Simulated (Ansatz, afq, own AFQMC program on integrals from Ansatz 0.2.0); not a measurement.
# SiHS2 (doublet): quantum Monte Carlo beside coupled cluster at scale of all distances = 0.894, cc-pVDZ

How near does AFQMC come to the top of the ladder for SiHS2 (doublet)?

Program: Ansatz 0.2.0, Gaussian basis, and an in-house AFQMC program (afq) on its integrals; all values are calculated. Level of theory: cc-pVDZ, frozen cores. These are calculated values, not measurements.

The runs, in order: PBE (unrestricted); CCSD(T) on UHF; r2SCAN (unrestricted); PBE0 (unrestricted); B3LYP (unrestricted); CCSDT(Q) on UHF; wB97M-V (unrestricted); B2PLYP (unrestricted); Phaseless AFQMC, CISD trial on UHF.

24 further runs of the same task are left out: 8 that didn't finish, 16 set aside as unsound or not needed.

### 1 What is computed

The geometry derives from a PBE0/def2-TZVP stationary point (not a proven minimum). All distances are scaled together.

4 atoms, charge 0, spin multiplicity 2.

Atoms are counted from 1 here; the program's logs count them from 0.

Bond lengths: Si1–S2 1.780 Å, Si1–S3 1.780 Å, Si1–H4 1.324 Å. Angles: S2–Si1–S3 111.9°, S2–Si1–H4 124.0°, S3–Si1–H4 124.0°.

### 2 PBE (unrestricted)

in.yaml

```yaml
crystal:
  periodic: [false, false, false]
  atoms:
    - {symbol: Si, position_ang: [0.000000, -0.671072, 0.000000]}
    - {symbol: S, position_ang: [0.000000, 0.325244, -1.474564]}
    - {symbol: S, position_ang: [0.000000, 0.325244, 1.474564]}
    - {symbol: H, position_ang: [0.000000, -1.994691, 0.000000]}
basis:
  gaussian: {orbitals: cc-pVDZ}
magnetization: {spin_polarized: true, initial_magnetization: 1}
hamiltonian: {xc: {name: PBE}}
output: {orbitals: {seedname: orbitals}}
```

Launch:

```sh
ansatz run in.yaml --threads 1 --pin off --events-out ev --progress --plain --max-ram 5632MiB --backend cpu
```

Log:

```text
Functional definition: PBE
  name "PBE"
  cite "Perdew, Burke & Ernzerhof, Phys. Rev. Lett. 77, 3865 (1996) doi:10.1103/PhysRevLett.77.3865"
  parent pbe
  parameter kappa = 0.804
  parameter beta = 0.06672455060314922
  exchange = pbe_x(kappa = kappa, mu = beta*pi^2/3)
  correlation = pbe_c(beta = beta)
612 factors; integrals over basis functions are off by at most 1.0e-3 eV
mean field evaluation 1: about -29547.4450 eV, gradient 1.5e1 eV
mean field evaluation 2: about -29547.5710 eV, gradient 1.5e1 eV
mean field evaluation 4: about -29549.0056 eV, gradient 7.9e-1 eV
mean field evaluation 8: about -29549.0070 eV, gradient 1.1e-2 eV
mean field evaluation 16: about -29547.4483 eV, gradient 4.0e0 eV
mean field evaluation 32: about -29548.2980 eV, gradient 5.2e0 eV
mean field -29549.00697894 eV, -1085.9059774398 hartree, gradient 3.6e-5 eV, S^2 0.752260; 4 other end points of the search recorded, 0 dependent functions left out
reference -29549.00700719 eV, -1085.9059784778 hartree; 24, 23 occupied and 35, 36 virtual orbitals, 612 factors
Total energy: -29549.00700719 eV, -1085.9059784778 hartree
```

It took 4.5 s on 1 thread of AMD EPYC 7R13 (Zen 3), shared host; peak memory 0.73 GiB.

From the report: ⟨S²⟩ of the determinant 0.752 (pure doublet: 0.75).

### 3 CCSD(T) on UHF

Changes to in.yaml since step 2:

```diff
@@ -10,3 +10,2 @@
 magnetization: {spin_polarized: true, initial_magnetization: 1}
-hamiltonian: {xc: {name: PBE}}
-output: {orbitals: {seedname: orbitals}}
+correlation: {method: ccsd_t, electrons: outside_noble_gas, hamiltonian_folder: ham}
```

Launch:

```sh
ansatz run in.yaml --threads 1 --pin off --events-out ev --progress --plain --max-ram 16896MiB --backend cuda --devices 0, --max-vram 18GiB
```

Log, shortened:

```text
Functional definition: HF
  name "HF"
  cite "Fock, Z. Phys. 61, 126 (1930) doi:10.1007/BF01340294"
  parent pbe
[...]
612 factors; integrals over basis functions are off by at most 1.0e-3 eV
[...]
mean field -29510.77998857 eV, -1084.5011614549 hartree, gradient 7.1e-6 eV, S^2 0.779004; 11 other end points of the search recorded, 0 dependent functions left out
determinant -29510.77998857 eV, -1084.5011614549 hartree, with singles and doubles -29520.57785328 eV, -1084.8612263415 hartree
determinant -29510.24336588 eV, -1084.4814409345 hartree, with singles and doubles -29519.87030053 eV, -1084.8352242577 hartree
determinant -29508.74774070 eV, -1084.4264777230 hartree, with singles and doubles -29518.84532755 eV, -1084.7975571954 hartree
determinant -29507.30333820 eV, -1084.3733969104 hartree, with singles and doubles -29517.39744685 eV, -1084.7443485610 hartree
15 core orbitals not correlated: weight in the atoms' cores, before any rotation towards them, 1.000 or more for the frozen orbitals, at most 0.000 for the correlated occupied ones
reference -29510.77998857 eV, -1084.5011614549 hartree; 9, 8 occupied and 35, 36 virtual orbitals, 612 factors
second order -8.87562061 eV of doubles, -0.00000000 eV of singles
cycle   1  -9.79790369 eV  change   -3.9e-5 eV  update   3.6e-4
[...]
cycle   6  -9.79794184 eV  change   -1.0e-7 eV  update   8.6e-6
perturbative correction -0.35771128 eV, -0.0131456470 hartree
Total energy: -29520.93564169 eV, -1084.8743748233 hartree
```

Run time: 6.5 s. Hardware: 1 × NVIDIA H100 80GB HBM3 with 1 thread of AMD EPYC 7R13 (Zen 3), shared host; peak host memory 0.81 GiB.

From the report: ⟨S²⟩ of the determinant 0.779 (pure doublet: 0.75); correlation -10.1557 eV; T1 0.017; largest double amplitude 0.07.

This run also writes the integrals to the folder ham.

### 4 r2SCAN (unrestricted)

Changes to in.yaml since step 3:

```diff
@@ -10,2 +10,2 @@
 magnetization: {spin_polarized: true, initial_magnetization: 1}
-correlation: {method: ccsd_t, electrons: outside_noble_gas, hamiltonian_folder: ham}
+hamiltonian: {xc: {name: r2SCAN}}
```

Launch:

```sh
ansatz run in.yaml --threads 1 --pin off --events-out ev --progress --plain --max-ram 5632MiB --backend cpu
```

Log, shortened:

```text
Functional definition: r2SCAN
  name "r2SCAN"
  cite "Furness, Kaplan, Ning, Perdew & Sun, J. Phys. Chem. Lett. 11, 8208 (2020) doi:10.1021/acs.jpclett.0c02405"
  cite "Furness, Kaplan, Ning, Perdew & Sun, J. Phys. Chem. Lett. 11, 9248 (2020) doi:10.1021/acs.jpclett.0c03077"
  parent r2scan
[...]
612 factors; integrals over basis functions are off by at most 1.0e-3 eV
[...]
mean field -29560.30714624 eV, -1086.3212509284 hartree, gradient 2.5e-5 eV, S^2 0.755014; 4 other end points of the search recorded, 0 dependent functions left out
reference -29560.30715453 eV, -1086.3212512332 hartree; 24, 23 occupied and 35, 36 virtual orbitals, 612 factors
Total energy: -29560.30715453 eV, -1086.3212512332 hartree
```

It took 6.5 s on 1 thread of AMD EPYC 7R13 (Zen 3), shared host; peak memory 0.73 GiB.

From the report: ⟨S²⟩ of the determinant 0.755 (pure doublet: 0.75).

### 5 PBE0 (unrestricted)

Changes to in.yaml since step 4:

```diff
@@ -10,2 +10,3 @@
 magnetization: {spin_polarized: true, initial_magnetization: 1}
-hamiltonian: {xc: {name: r2SCAN}}
+hamiltonian: {xc: {name: PBE0}}
+output: {orbitals: {seedname: orbitals}}
```

The command is unchanged.

Log:

```text
Functional definition: PBE0
  name "PBE0"
  cite "Adamo & Barone, J. Chem. Phys. 110, 6158 (1999) doi:10.1063/1.478522"
  cite "Perdew, Burke & Ernzerhof, Phys. Rev. Lett. 77, 3865 (1996) doi:10.1103/PhysRevLett.77.3865"
  parent pbe
  parameter a = 0.25
  parameter kappa = 0.804
  parameter beta = 0.06672455060314922
  exchange = (1 - a)*pbe_x(kappa = kappa, mu = beta*pi^2/3) + a*exact_x
  correlation = pbe_c(beta = beta)
612 factors; integrals over basis functions are off by at most 1.0e-3 eV
mean field evaluation 1: about -29550.7086 eV, gradient 1.1e1 eV
mean field evaluation 2: about -29551.0965 eV, gradient 7.3e0 eV
mean field evaluation 4: about -29551.4054 eV, gradient 8.9e-1 eV
mean field evaluation 8: about -29551.5721 eV, gradient 4.3e-2 eV
mean field evaluation 16: about -29551.5722 eV, gradient 1.8e-4 eV
mean field -29551.57215052 eV, -1086.0002457567 hartree, gradient 1.0e-5 eV, S^2 0.755563; 1 other end points of the search recorded, 0 dependent functions left out
reference -29551.57217165 eV, -1086.0002465332 hartree; 24, 23 occupied and 35, 36 virtual orbitals, 612 factors
Total energy: -29551.57217165 eV, -1086.0002465332 hartree
```

Wall time 2.3 s (1 thread of AMD EPYC 7R13 (Zen 3), shared host); peak memory 0.73 GiB.

From the report: ⟨S²⟩ of the determinant 0.756 (pure doublet: 0.75).

### 6 B3LYP (unrestricted)

Changes to in.yaml since step 5:

```diff
@@ -10,3 +10,2 @@
 magnetization: {spin_polarized: true, initial_magnetization: 1}
-hamiltonian: {xc: {name: PBE0}}
-output: {orbitals: {seedname: orbitals}}
+hamiltonian: {xc: {name: B3LYP}}
```

Launched as before.

Log, shortened:

```text
Functional definition: B3LYP
  name "B3LYP"
  cite "Stephens, Devlin, Chabalowski & Frisch, J. Phys. Chem. 98, 11623 (1994) doi:10.1021/j100096a001"
  cite "Becke, Phys. Rev. A 38, 3098 (1988) doi:10.1103/PhysRevA.38.3098"
  cite "Lee, Yang & Parr, Phys. Rev. B 37, 785 (1988) doi:10.1103/PhysRevB.37.785"
  cite "Vosko, Wilk & Nusair, Can. J. Phys. 58, 1200 (1980) doi:10.1139/p80-159"
[...]
612 factors; integrals over basis functions are off by at most 1.0e-3 eV
[...]
mean field -29563.70581231 eV, -1086.4461496027 hartree, gradient 3.0e-5 eV, S^2 0.754198; 1 other end points of the search recorded, 0 dependent functions left out
reference -29563.70602124 eV, -1086.4461572809 hartree; 24, 23 occupied and 35, 36 virtual orbitals, 612 factors
Total energy: -29563.70602124 eV, -1086.4461572809 hartree
```

Wall time 2.3 s (1 thread of AMD EPYC 7R13 (Zen 3), shared host); peak memory 0.73 GiB.

From the report: ⟨S²⟩ of the determinant 0.754 (pure doublet: 0.75).

### 7 CCSDT(Q) on UHF

Changes to in.yaml since step 6:

```diff
@@ -10,2 +10,2 @@
 magnetization: {spin_polarized: true, initial_magnetization: 1}
-hamiltonian: {xc: {name: B3LYP}}
+correlation: {method: ccsdt_q, electrons: outside_noble_gas}
```

Launch:

```sh
ansatz run in.yaml --threads 1 --pin off --events-out ev --progress --plain --max-ram 16896MiB --backend cuda --devices 0, --max-vram 18GiB
```

Log, shortened:

```text
Functional definition: HF
  name "HF"
  cite "Fock, Z. Phys. 61, 126 (1930) doi:10.1007/BF01340294"
  parent pbe
[...]
1159 factors; integrals over basis functions are off by at most 2.1e-7 eV
[...]
mean field -29510.78015224 eV, -1084.5011674697 hartree, gradient 7.0e-6 eV, S^2 0.779004; 11 other end points of the search recorded, 0 dependent functions left out
determinant -29510.78015224 eV, -1084.5011674697 hartree, with singles and doubles -29520.57803538 eV, -1084.8612330336 hartree
determinant -29510.24353353 eV, -1084.4814470957 hartree, with singles and doubles -29519.87049101 eV, -1084.8352312578 hartree
determinant -29508.74790548 eV, -1084.4264837787 hartree, with singles and doubles -29518.84551567 eV, -1084.7975641086 hartree
determinant -29507.30350866 eV, -1084.3734031746 hartree, with singles and doubles -29517.39764439 eV, -1084.7443558207 hartree
15 core orbitals not correlated: weight in the atoms' cores, before any rotation towards them, 1.000 or more for the frozen orbitals, at most 0.000 for the correlated occupied ones
reference -29510.78015224 eV, -1084.5011674697 hartree; 9, 8 occupied and 35, 36 virtual orbitals, 1159 factors
second order -8.87564965 eV of doubles, -0.00000000 eV of singles
cycle   1  -9.46829048 eV  change   -5.9e-1 eV  update   9.9e-2
[...]
cycle  16  -10.19240951 eV  change   -2.1e-7 eV  update   1.5e-6
perturbative correction -0.03463497 eV, -0.0012728118 hartree
Total energy: -29521.00719673 eV, -1084.8770044224 hartree
```

It took 11 s on 1 × NVIDIA H100 80GB HBM3 with 1 thread of AMD EPYC 7R13 (Zen 3), shared host; peak host memory 0.92 GiB.

From the report: ⟨S²⟩ of the determinant 0.779 (pure doublet: 0.75); correlation -10.2270 eV; T1 0.019; largest double amplitude 0.10.

### 8 wB97M-V (unrestricted)

Changes to in.yaml since step 7:

```diff
@@ -10,2 +10,3 @@
 magnetization: {spin_polarized: true, initial_magnetization: 1}
-correlation: {method: ccsdt_q, electrons: outside_noble_gas}
+hamiltonian: {xc: {name: wB97M-V}}
+output: {orbitals: {seedname: orbitals}}
```

Launch:

```sh
ansatz run in.yaml --threads 1 --pin off --events-out ev --progress --plain --max-ram 5632MiB --backend cpu
```

Log, shortened:

```text
Functional definition: wB97M-V
  name "wB97M-V"
  cite "Mardirossian & Head-Gordon, J. Chem. Phys. 144, 214110 (2016) doi:10.1063/1.4952647"
  cite "Becke, J. Chem. Phys. 107, 8554 (1997) doi:10.1063/1.475007"
  cite "Vydrov & Van Voorhis, J. Chem. Phys. 133, 244103 (2010) doi:10.1063/1.3521275"
  # Of w^i u^j: cxij and so on, Table III.
[...]
  gx(w, u) = 1 - cx + cx01*u + cx10*w
  gss(w, u) = css00 + css04*u^4 + css10*w + css20*w^2 + css43*w^4*u^3
  gos(w, u) = cos00 + cos10*w + (cos20 + cos21*u)*w^2 + (cos60 + cos61*u)*w^6
[...]
      + integral(e_c_pw_mod_opposite_spin*gos(b97_w_opposite, b97_u_opposite)) + vv10(b, c)
612 factors; integrals over basis functions are off by at most 1.0e-3 eV
185 factors; integrals over basis functions are off by at most 6.6e-6 eV
[...]
mean field -29560.67635828 eV, -1086.3348192209 hartree, gradient 2.5e-5 eV, S^2 0.755110; 2 other end points of the search recorded, 0 dependent functions left out
reference -29560.67639049 eV, -1086.3348204045 hartree; 24, 23 occupied and 35, 36 virtual orbitals, 612 factors
Total energy: -29560.67639049 eV, -1086.3348204045 hartree
```

Run time: 12 s. Hardware: 1 thread of AMD EPYC 7R13 (Zen 3), shared host; peak memory 0.73 GiB.

From the report: ⟨S²⟩ of the determinant 0.755 (pure doublet: 0.75).

### 9 B2PLYP (unrestricted)

Changes to in.yaml since step 8:

```diff
@@ -10,3 +10,3 @@
 magnetization: {spin_polarized: true, initial_magnetization: 1}
-hamiltonian: {xc: {name: wB97M-V}}
-output: {orbitals: {seedname: orbitals}}
+hamiltonian: {xc: {name: B2PLYP}}
+correlation: {electrons: outside_noble_gas}
```

The command is unchanged.

Log, shortened:

```text
Functional definition: B2PLYP
  name "B2PLYP"
  cite "Grimme, J. Chem. Phys. 124, 034108 (2006) doi:10.1063/1.2148954"
  cite "Becke, Phys. Rev. A 38, 3098 (1988) doi:10.1103/PhysRevA.38.3098"
  cite "Lee, Yang & Parr, Phys. Rev. B 37, 785 (1988) doi:10.1103/PhysRevB.37.785"
[...]
612 factors; integrals over basis functions are off by at most 1.0e-3 eV
[...]
mean field -29548.26528272 eV, -1085.8787206064 hartree, gradient 3.0e-6 eV, S^2 0.761310; 4 other end points of the search recorded, 0 dependent functions left out
15 core orbitals not correlated: weight in the atoms' cores, before any rotation towards them, 1.000 or more for the frozen orbitals, at most 0.000 for the correlated occupied ones
reference -29548.26541511 eV, -1085.8787254717 hartree; 9, 8 occupied and 35, 36 virtual orbitals, 612 factors
second order -11.22677766 eV of doubles, -0.00000000 eV of singles
Total energy: -29551.29664508 eV, -1085.9901211184 hartree
```

Run time: 3.2 s. Hardware: 1 thread of AMD EPYC 7R13 (Zen 3), shared host; peak memory 1.6 GiB.

From the report: ⟨S²⟩ of the determinant 0.761 (pure doublet: 0.75).

### 10 Phaseless AFQMC, CISD trial on UHF

It reads the integrals that the CCSD(T) run on this determinant wrote.

Launch:

```sh
afq ham --method phaseless --trial cisd --walkers 4000 --populations 20 --least-time 60 --time-step 0.005 --steps-per-block 50 --equilibration-blocks 28 --max-blocks 4000 --target-error 0.00024 --factor-cut 1e-05 --start spin_pure --seed 6755 --release-times 0.24,0.51,0.99,1.5 --release-step 0.03 --release-every 4 --taylor-order 6
```

Log:

```text
orbitals 44  electrons 9 8  factors 355 of 612
reference energy -1084.50116145 Eh
CCSD correlation -0.36006727 Eh in 11 cycles, weight of the determinant in the CISD state 0.8300
energy of the start -1084.859328 Eh
 block  time / (1/Eh)  mean weight  energy / Eh
     1     0.250  0.9999  -1084.850448
     2     0.500  1.0004  -1084.854247
     3     0.750  1.0000  -1084.859669
     4     1.000  1.0004  -1084.864429
     5     1.250  1.0002  -1084.866387
     6     1.500  1.0002  -1084.868651
     7     1.750  0.9999  -1084.871526
     8     2.000  1.0002  -1084.872502
     9     2.250  1.0001  -1084.873660
    10     2.500  0.9999  -1084.874052
    11     2.750  0.9999  -1084.875058
    13     3.250  1.0000  -1084.874688
    15     3.750  1.0001  -1084.875558
    17     4.250  0.9999  -1084.875810
    19     4.750  0.9999  -1084.876553
    21     5.250  0.9999  -1084.874208
    23     5.750  0.9999  -1084.875253
    25     6.250  0.9998  -1084.876060
    27     6.750  0.9997  -1084.874846
    29     7.250  0.9999  -1084.874898
    31     7.750  0.9997  -1084.875225
    33     8.250  1.0001  -1084.875508
    35     8.750  1.0001  -1084.875919
    37     9.250  0.9999  -1084.876124
    39     9.750  1.0001  -1084.876710
    41    10.250  0.9998  -1084.875662
    43    10.750  1.0005  -1084.874357
    45    11.250  0.9998  -1084.874629
    47    11.750  1.0000  -1084.875954
    49    12.250  0.9998  -1084.876489
    51    12.750  1.0005  -1084.877344
    53    13.250  0.9999  -1084.876231
    55    13.750  0.9996  -1084.875431
    57    14.250  1.0000  -1084.875618
    59    14.750  1.0000  -1084.874739
    61    15.250  0.9998  -1084.874878
    63    15.750  0.9997  -1084.875061
    65    16.250  1.0005  -1084.875447
    67    16.750  0.9998  -1084.875367
    69    17.250  0.9998  -1084.875007
    71    17.750  0.9999  -1084.874423
    73    18.250  1.0000  -1084.874645
    75    18.750  1.0002  -1084.875507
    77    19.250  0.9999  -1084.874267
    79    19.750  1.0003  -1084.874360
    81    20.250  0.9999  -1084.875225
    83    20.750  1.0000  -1084.877695
    85    21.250  1.0000  -1084.877072
    87    21.750  1.0003  -1084.876076
error from the spread of 20 populations
released: time / (1/Eh)  energy / Eh  error  mean overlap
  0.24  -1084.875870  0.000268  0.9989
  0.51  -1084.876191  0.000188  0.9980
  0.99  -1084.876848  0.000427  0.9974
  1.50  -1084.876455  0.000198  0.9983
energy -1084.875606 +/- 0.000277 Eh
```

Wall time 1.7 min (1 × NVIDIA H100 80GB HBM3 with 2 threads of AMD EPYC 7R13 (Zen 3), shared host); peak host memory 1.6 GiB.

Energy -29520.9692 ± 0.0075 eV. Caveats: constraint bias not in the error.

### 11 AFQMC on the ladder

On the UHF determinant, counted from CCSDT(Q) (a yardstick, not exact):

```tsv
level	energy (eV)	from CCSDT(Q) (kJ/mol)	statistical error (kJ/mol)	time
HF	-29510.7800	+986.8		
MP2	-29519.6556	+130.4		
CCSD	-29520.5779	+41.4		
CCSD(T)	-29520.9356	+6.9		
CCSDT(Q)	-29521.0072	0.0		
Phaseless AFQMC, CISD trial, step 0.005, 4000 walkers	-29520.9692	+3.7	0.7	1.7 min
```

The functionals' totals stand on their own zeros and serve differences with other points: PBE -29549.007 eV; r2SCAN -29560.307 eV; PBE0 -29551.572 eV; B3LYP -29563.706 eV; wB97M-V -29560.676 eV; B2PLYP -29551.297 eV.

### 12 Outcome

```
                                        quantity              value
                    CCSD(T) on UHF from CCSDT(Q)        +6.9 kJ/mol
Phaseless AFQMC, CISD trial on UHF from CCSDT(Q)  +3.7 ± 0.7 kJ/mol
```

**Reading.** On UHF the phaseless walk with the CISD trial lies +3.7 kJ/mol from CCSDT(Q), 5 times its error bar. Error bars are statistical and leave out the constraint, the time step and what remains of the start.
